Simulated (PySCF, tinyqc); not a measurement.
Inside a calculation. Method: coupled-perturbed Hartree-Fock on RHF in the sto-3g basis, for BH, spin multiplicity 1. The lowest restricted solution is unstable here: a spin-polarised one lies 0.0138 hartree lower (PySCF). One step of it, computed by the program tinyqc.

Question. Response to a field: uncoupled start. Field along z; U_ai = -mu_ai / (e_a - e_i), alpha = -4 sum U_ai mu_ai.

orbital energies (hartree): MO1 -7.334417, MO2 -0.617284, MO3 -0.243869, MO4 0.269573, MO5 0.269573, MO6 0.846095

dipole integrals <a|z|i> (bohr):
```
           i1        i2         i3
a4   0.000000  0.000000   0.000000
a5   0.000000  0.000000   0.000000
a6  -0.093045  0.640247  -0.820643
```

Give: uncoupled U; uncoupled polarisability.

Answer.

uncoupled U:
```
       i1      i2     i3
a4  0.000   0.000  0.000
a5  0.000   0.000  0.000
a6  0.011  -0.438  0.753
```

uncoupled polarisability = 3.596 bohr^3
